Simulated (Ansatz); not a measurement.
# SiOF (sextet): from Hartree-Fock to the top rungs, def2-QZVPP

An exercise on one series of results from a longer session: the logs are not shown, and one member is left open.

Computed with Ansatz 0.2.0, Gaussian basis. Level: def2-QZVPP, core rule «outside noble gas», up to 7 orbitals frozen.

The runs, in order: UHF; ROHF; CCSD(T) on UHF.

**The system**

The geometry is a PBE0/def2-TZVP stationary point (not a proven minimum) of the parent state, kept for this charge and spin.

3 atoms, charge 0, spin multiplicity 6.

Atoms are counted from 1 here; the program's logs count them from 0.

Bond lengths: F1–Si3 1.602 Å, O2–Si3 1.725 Å. Angles: F1–Si3–O2 115.7°.

Set-up of the first run:

in.yaml reads:

```yaml
crystal:
  periodic: [false, false, false]
  atoms:
    - {symbol: F, position_ang: [0.000000, 0.390347, 1.310206]}
    - {symbol: O, position_ang: [0.000000, 0.397529, -1.506653]}
    - {symbol: Si, position_ang: [0.000000, -0.490510, -0.027996]}
basis:
  gaussian: {orbitals: "def2-QZVPP.json"}
magnetization: {spin_polarized: true, initial_magnetization: 5}
hamiltonian: {xc: hf}
output: {orbitals: {seedname: orbitals}}
```

The run is started by

```console
ansatz run in.yaml --threads 1 --pin off --events-out ev --progress --plain --max-ram 2393MiB
```

Among the steps run: UHF; ROHF; CCSD(T) on UHF.

One table of the session follows, with a row left open; its other results are not shown here.

```
  method  from UCCSD(T) (meV)
    ROHF                    ?
     UHF             +14451.1
    UMP2               +996.0
   UCCSD               +458.0
UCCSD(T)                    0
```

Q: Estimate the row for ROHF from the others.

**Answer.** from UCCSD(T) (meV): +14701.0. In the column «from UCCSD(T) (meV)» it is the highest.
